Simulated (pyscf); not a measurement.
Optimised with ωB97X-D3(BJ)/def2-SVP in PySCF.

Question: What is the homolytic dissociation enthalpy (298 K, ωB97M-D3(BJ)/def2-TZVP) of the H–N bond of `[NH2][Si]([F])([Cl])[Cl]`, to •HN–Si(F)(Cl)–Cl + H•?

Answer: H–N to •HN–Si(F)(Cl)–Cl + H•: 113.1 kcal/mol. The 7 functionals that were run give +108.1 (r²SCAN) to +113.6 kcal/mol (M06-2X). Other isomers of •HN–Si(F)(Cl)–Cl were not searched in full and may lie lower.
